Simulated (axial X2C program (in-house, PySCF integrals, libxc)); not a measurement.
**Which functional? An output for NaS**

An SCF output computed with an axial X2C code built on PySCF integrals for NaS at 2.493 Å, two-component, state Ω = 3/2, S dyall-av3z [9s8p3d2f], Na dyall-cv3z [9s8p5d2f] (cores contracted in-house), without its first line:

```
basis functions 134  fitting functions 641  grid points 4362
iter        total energy     max residual
   1       -561.447281670     2.95e-02
   2       -561.448836971     3.77e-03
   3       -561.447717399     5.35e-03
   4       -561.449400532     5.57e-04
   5       -561.449405447     1.13e-04
   6       -561.449406265     5.16e-05
   7       -561.449406377     3.66e-06
   8       -561.449406378     2.30e-06
converged
one-electron -855.20529116  Coulomb 296.45140915  exact exchange 0.00000000  xc functional -39.97873816  nuclear repulsion 37.35867995  atomic mean-field constant -0.07546616
```

**Question.** Which level of theory produced it?
A. PBE
B. PBE0
C. HF

**Answer.** A. The exact-exchange term against the functional term shows a share of 0 of exact exchange.
